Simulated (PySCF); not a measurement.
# C2H4N (SMILES [CH2]N=C) at 4 levels

We compute a comparison of 4 runs (UM06-2X/ANO-RCC-MB, UM06-2X/ANO-RCC-VDZ, UM06-2X/ANO-RCC-VDZP, UM06-2X/ANO-RCC-VTZP) of C2H4N. The job is set up through a Python script.

Program for the calculation: PySCF 2.14.0.

**1. The system as given**

The species is C2H4N (7 atoms), meant as a doublet with charge 0. As SMILES, `[CH2]N=C`. Geometry: relaxed at GFN2-xTB.

Bond lengths: C1–N2 1.288 Å, N2–C3 1.288 Å, C1–H4 1.076 Å, C1–H5 1.086 Å, C3–H6 1.076 Å, C3–H7 1.086 Å. Angles: C1–N2–C3 132.4°, N2–C1–H4 118.0°, N2–C1–H5 123.5°, N2–C3–H6 117.9°, N2–C3–H7 123.5°, H4–C1–H5 118.4°, H6–C3–H7 118.4°.

**2. A single-point energy at UM06-2X/ANO-RCC-MB (sfX2C) (run 1)**

The input, input.xyz:

```xyz
7
C2H4N
C     -0.965000     0.224720    -0.638670
N     -0.290780    -0.385320     0.273070
C      0.928770    -0.274370     0.672530
H     -1.879780    -0.228600    -0.978660
H     -0.700770     1.205200    -1.023830
H      1.185490    -0.691760     1.630880
H      1.722060     0.150120     0.064670
```

The input, run.py:

```python
from pyscf import gto, dft

mol = gto.Mole()
mol.atom = 'input.xyz'
mol.verbose = 3
mol.spin = 1
mol.charge = 0
mol.max_memory = 1860
mol.basis = 'ano-rcc-mb'
mol.build()

myscf = dft.UKS(mol)
myscf.xc = 'm06-2x'
myscf = myscf.x2c()
myscf.conv_tol = 1e-10
myscf.grids.level = 4
myscf.kernel()
if not myscf.converged:
    myscf = myscf.newton().run(myscf.mo_coeff, myscf.mo_occ)

energy = myscf.e_tot
print(f'total energy: {energy:.8f} hartree')
```

The run is started by

```
OMP_NUM_THREADS=1 python run.py
```

The log of the run:

```text
WARN: HOMO -0.140384523139799 >= LUMO -0.1403845231398

converged SCF energy = -133.110665499344  <S^2> = 0.76510194  2S+1 = 2.0150453
total energy: -133.11066550 hartree
```

Wall time 7.5 s (1 thread of Arm Neoverse V2, shared host); peak memory 0.23 GiB.

**3. The energy at UM06-2X/ANO-RCC-VDZ (sfX2C) (run 2)**

The input, job.py:

```python
from pyscf import gto, dft

mol = gto.M(
    atom='''
C   -0.965000   0.224720  -0.638670
N   -0.290780  -0.385320   0.273070
C    0.928770  -0.274370   0.672530
H   -1.879780  -0.228600  -0.978660
H   -0.700770   1.205200  -1.023830
H    1.185490  -0.691760   1.630880
H    1.722060   0.150120   0.064670
''',
    spin=1,
    verbose=3,
    basis='ano-rcc-vdz',
    max_memory=1860,
)

mf = dft.UKS(mol)
mf.xc = 'm06-2x'
mf = mf.sfx2c1e()
mf.conv_tol = 1e-10
mf.grids.level = 4
mf.kernel()
if not mf.converged:
    mf = mf.newton().run(mf.mo_coeff, mf.mo_occ)

e_tot = mf.e_tot
print(f'total energy: {e_tot:.8f} hartree')
```

The run is started by

```
OMP_NUM_THREADS=1 python job.py
```

The log of the run:

```text
WARN: HOMO -0.153032542139296 >= LUMO -0.153032542139297

converged SCF energy = -133.266856462341  <S^2> = 0.76589253  2S+1 = 2.0158299
total energy: -133.26685646 hartree
```

Run time: 12 s. Hardware: 1 thread of Arm Neoverse V2, shared host; peak memory 0.29 GiB.

Run 3 isn't shown in full; the table further down has it.

**4. A single-point energy at UM06-2X/ANO-RCC-VTZP (sfX2C) (run 4)**

The input, calc.py:

```python
from pyscf import gto, dft

molecule = gto.M(
    atom='''
C   -0.965000   0.224720  -0.638670
N   -0.290780  -0.385320   0.273070
C    0.928770  -0.274370   0.672530
H   -1.879780  -0.228600  -0.978660
H   -0.700770   1.205200  -1.023830
H    1.185490  -0.691760   1.630880
H    1.722060   0.150120   0.064670
''',
    spin=1,
    verbose=3,
    basis='ano-rcc-vtzp',
    max_memory=1860,
    charge=0,
)

myscf = dft.UKS(molecule, xc='m06-2x')
myscf = myscf.x2c()
myscf.grids.level = 4
myscf.conv_tol = 1e-10
myscf.kernel()
if not myscf.converged:
    myscf = myscf.newton().run(myscf.mo_coeff, myscf.mo_occ)

e_final = myscf.e_tot
print('E(%s) = %.9f' % ('M06-2X', e_final))
```

The run is started by

```
OMP_NUM_THREADS=1 python calc.py
```

The log of the run:

```text
WARN: HOMO -0.158924812191621 >= LUMO -0.158924812191616

converged SCF energy = -133.33657742119  <S^2> = 0.76881571  2S+1 = 2.018728
E(M06-2X) = -133.336577421
```

Wall time 2 min (1 thread of Arm Neoverse V2, shared host); peak memory 1 GiB.

**5. All runs side by side**

```
run                         level  energy (Eh)  dipole moment (D)  HOMO energy (eV)  LUMO energy (eV)  wall time
  1    UM06-2X/ANO-RCC-MB (sfX2C)  -133.110665               1.03             -7.69             -2.01      7.5 s
  2   UM06-2X/ANO-RCC-VDZ (sfX2C)  -133.266856               1.35             -6.51             -1.35       12 s
  3  UM06-2X/ANO-RCC-VDZP (sfX2C)  -133.323632               1.06             -6.33             -1.06       29 s
  4  UM06-2X/ANO-RCC-VTZP (sfX2C)  -133.336577               1.11             -6.48             -1.30      2 min
```

Convergence of the dipole moment of doublet C2H4N with the basis set, against the last point:

```
   basis set  from the last (D)  wall time
  ANO-RCC-MB            -0.0759      7.5 s
 ANO-RCC-VDZ            +0.2441       12 s
ANO-RCC-VDZP            -0.0461       29 s
ANO-RCC-VTZP            +0.0000      2 min
```

Convergence of the total energy of doublet C2H4N with the basis set, against the last point:

```
   basis set  from the last (mEh)  wall time
  ANO-RCC-MB             +225.912      7.5 s
 ANO-RCC-VDZ              +69.721       12 s
ANO-RCC-VDZP              +12.945       29 s
ANO-RCC-VTZP               +0.000      2 min
```

**6. What came out**

| quantity | value |
| --- | --- |
| run 4: total energy | -133.33658 Eh |
| run 4: dipole moment | 1.11 D |
| run 4: HOMO energy (highest over α and β) | -6.48 eV |
| run 4: LUMO energy (lowest over α and β) | -1.30 eV |
| run 4: ⟨S²⟩ | 0.769 |

In words: For the dipole moment of doublet C2H4N to stay within 0.05 D of the last point, ANO-RCC-VDZP is the first point of the series from which all later ones do (29 s against 2 min). The dipole moment (its size) runs from 1.03 D (UM06-2X/ANO-RCC-MB) to 1.35 D (UM06-2X/ANO-RCC-VDZ). In run 1 the basis is minimal, so the values are rough. All runs together took 2.8 min, the longest 2 min.
